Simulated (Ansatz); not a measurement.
For SiSe2 (Ibam, No. 72), LDA in Ansatz (plane waves, PAW) gives:

```
Item                   Result
---------------  ------------
bulk modulus         12.8 GPa
cohesive energy  4.49 eV/atom
band gap              1.36 eV
```

What does PBEsol (Ansatz, an electronic-structure program, PAW) give for the same quantities?


- bulk modulus: 5.60 GPa (decreases by 56 %)
- cohesive energy: 4.06 eV/atom (decreases by 0.43 eV/atom)
- band gap: 1.65 eV (increases by 0.29 eV)

Changes are worked out from the printed values.

Unless a cell is named, each level is at its own relaxed cell (LDA 25.95, PBEsol 28.59 Å³/atom).

Spin–orbit coupling is included only where a level's name says +SOC; with heavier elements it mostly lowers gaps and can invert bands. Density-functional gaps are differences of (generalised) Kohn–Sham levels.

Caveats: the bulk modulus is −V dP/dV from two relaxed cells at ±2 % in volume (LDA, PBEsol). Ansatz's density-functional and Hartree–Fock values are scalar-relativistic unless marked +SOC, with PAW data made under PBE.
